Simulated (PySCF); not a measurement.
C4H6F2.
Numbering: `[CH2:1]=[CH:2][CH2:3][CH:4]([F:5])[F:6]` (hydrogens: H7, H8 on C1; H9 on C2; H10, H11 on C3; H12 on C4)

The same species was optimised twice, with GFN2-xTB and with PBE0-D3(BJ)/def2-SVP (PySCF), and the same property calculations (PySCF, gas phase) were run on both structures.

| coordinate | GFN2-xTB | PBE0-D3(BJ)/def2-SVP | change |
| --- | --- | --- | --- |
| C1=C2 (Å) | 1.319 | 1.333 | +0.014 |
| C3–C4 (Å) | 1.523 | 1.512 | -0.011 |
| C4–F6 (Å) | 1.357 | 1.352 | -0.005 |
| C2–C3 (Å) | 1.498 | 1.495 | -0.003 |
| C4–F5 (Å) | 1.355 | 1.354 | -0.001 |
| C2–C3–C4 (°) | 111.0 | 113.0 | +2.0 |
| F5–C4–F6 (°) | 106.0 | 107.6 | +1.6 |
| C3–C4–F5 (°) | 111.1 | 110.1 | -1.0 |
| C1–C2–C3 (°) | 123.9 | 124.8 | +0.9 |
| C3–C4–F6 (°) | 110.6 | 109.8 | -0.8 |
| C1–C2–C3–C4 (°) | -121 | -122 | -1 |
| C2–C3–C4–F5 (°) | -67 | -60 | +7 |

Rotational constants: A = 8020, B = 1951, C = 1683 MHz (GFN2-xTB) against A = 8086, B = 1950, C = 1676 MHz (PBE0-D3(BJ)/def2-SVP). Point groups within 0.08 Å: C1 and C1.

On the GFN2-xTB structure: lowest singlet, TDDFT (eV) 7.52 [PBE0/def2-SVPD]; isotropic polarisability (au) 51.6 [PBE0/def2-SVPD]; HOMO (eV) -8.00 [PBE0/def2-SVPD]; LUMO (eV) -0.14 [PBE0/def2-SVPD]; dipole (D) 2.19 [PBE0/def2-SVPD].

What do these properties become on the PBE0-D3(BJ)/def2-SVP structure?

```csv
property,level,on GFN2-xTB,on PBE0-D3(BJ)/def2-SVP,change
"lowest singlet, TDDFT (eV)",PBE0/def2-SVPD,7.52,7.40,-0.12
isotropic polarisability (au),PBE0/def2-SVPD,51.6,52.4,+0.8
HOMO (eV),PBE0/def2-SVPD,-8.00,-7.91,+0.09
LUMO (eV),PBE0/def2-SVPD,-0.14,-0.19,-0.05
dipole (D),PBE0/def2-SVPD,2.19,2.07,-0.12
"energy, GFN2-xTB geometry as zero (kcal/mol)",PBE0/def2-SVPD,0.0,-0.7,-0.7
```

The heavy atoms differ by 0.046 Å rms after alignment. Among bonds between heavy atoms C1=C2 changes most (+0.014 Å). Changes are differences of the printed values. Neither structure is proved a minimum here.

Shape of the structure used: `[CH2:1]=[CH:2][CH2:3][CH:4]([F:5])[F:6]`: C1–C2–C3–C4 -122°, C2–C3–C4–F5 -60°.
